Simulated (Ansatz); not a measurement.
Task: a geometry optimisation of H₂MgN, SMILES [NH2][Mg], with Ansatz 0.2.0 through its Python package. Give the script and its output. Use: PBE0, def2-TZVP basis, multiplicity 2.

`h2mgn.xyz`
```text
4

N    -0.32820    0.21930    0.05920
Mg    1.50920   -0.15700    0.81450
H    -0.95340   -0.62490    0.07310
H    -0.17200    0.50230   -0.96720
```

The script, `run_opt.py`:
```python
"""Minimum-energy structure of H2MgN."""

import itertools
import logging
import sys
import warnings

import ansatz as az
from ase.data import atomic_numbers, covalent_radii
import numpy as np

logging.basicConfig(stream=sys.stdout, format="%(levelname)s:%(name)s:%(message)s")
log = logging.getLogger("calc")
log.setLevel(logging.INFO)


def main() -> None:
    warnings.simplefilter("ignore", az.DeckWarning)

    molecule = az.Crystal.molecule_from_extxyz("h2mgn.xyz")

    calculation = (
        molecule.calculation()
        .basis(gaussian="def2-TZVP")
        .functional("pbe0")
        .spin("collinear", total=1)
    )
    symbols = [site.symbol for site in molecule.cartesian_sites]
    start = np.array([site.position_ang for site in molecule.cartesian_sites], dtype=float)
    def progress(event):
        if event["event"] == "relax_step":
            row = event["data"]
            log.info(f"step {row['step']:3d}  E = {row['lagrangian_ev']:.6f} eV  largest force component {row['allowed_force_max_ev_ang']:.4f} eV/A")


    r = calculation.relax(force_tolerance=0.01, max_steps=100).session().plan().execute(on_event=progress).report
    end = np.array(r["positions_ang"])

    log.info("reference energy %16.6f eV" % r["reference_energy_ev"])
    log.info("total energy     %16.6f eV" % r["free_energy_ev"])
    print("occupied orbitals outside the frozen core (up, down):", r["n_occupied"], " frozen:", r["n_frozen"], " virtual:", r["n_virtual"])

    # pairs closer than 1.2 times the sum of covalent radii, before or after
    radius = [covalent_radii[atomic_numbers[s]] for s in symbols]
    span = lambda where, i, j: np.linalg.norm(where[i] - where[j])
    bonded = [(i, j) for i, j in itertools.combinations(range(len(symbols)), 2) if min(span(start, i, j), span(end, i, j)) < 1.2 * (radius[i] + radius[j])]
    log.info("pair        before    after (A)")
    for i, j in bonded:
        print(f"{symbols[i]}{i}-{symbols[j]}{j}".ljust(10), f"{span(start, i, j):8.4f} {span(end, i, j):8.4f}")

    charges = r["charge_distribution"]
    print("dipole moment", round(4.803205 * float(np.linalg.norm(charges["dipole_moment_e_ang"])), 3), "D")
    print("Mulliken:", [(s, round(q, 3)) for s, q in zip(symbols, charges["mulliken_charges_e"])])
    with open("h2mgn_opt.xyz", "w") as handle:
        handle.write(f"{len(symbols)}\nrelaxed H2MgN\n")
        handle.writelines(f"{s:2s} {x:11.6f} {y:11.6f} {z:11.6f}\n" for s, (x, y, z) in zip(symbols, end))


if __name__ == "__main__":
    main()
```

```console
$ python run_opt.py
INFO:calc:step   1  E = -6962.348534 eV  largest force component 1.8771 eV/A
INFO:calc:step   2  E = -6962.484762 eV  largest force component 0.7608 eV/A
INFO:calc:step   3  E = -6962.562342 eV  largest force component 0.2027 eV/A
INFO:calc:step   4  E = -6962.566868 eV  largest force component 0.1863 eV/A
INFO:calc:step   5  E = -6962.569077 eV  largest force component 0.0126 eV/A
INFO:calc:step   6  E = -6962.569089 eV  largest force component 0.0008 eV/A
INFO:calc:reference energy     -6962.569121 eV
INFO:calc:total energy         -6962.569121 eV
occupied orbitals outside the frozen core (up, down): [11, 10]  frozen: 0  virtual: [64, 65]
INFO:calc:pair        before    after (A)
N0-Mg1       2.0219   1.8981
N0-H2        1.0506   1.0102
N0-H3        1.0761   1.0102
dipole moment 0.792 D
Mulliken: [('N', -0.912), ('Mg', 0.469), ('H', 0.221), ('H', 0.221)]
```

File `h2mgn_opt.xyz` afterwards:
```text
4
relaxed H2MgN
N    -0.135898   -0.005212   -0.096144
Mg    1.484994   -0.115180    0.885459
H    -0.989021   -0.509417    0.099897
H    -0.304475    0.569509   -0.909612
```

Reading the output:
- Total energies depend on the basis set; only differences at equal settings carry meaning.
- The end point is the stationary point reached from this start; no frequency run checks that it is a minimum, and the basis set is modest.
- The run takes the species as open-shell (spin multiplicity 2), which needn't be its ground state.
- Wall time of the script: 14 s on 1 thread of Arm Neoverse V1, with other jobs on the host, peak memory 0.21 GiB.
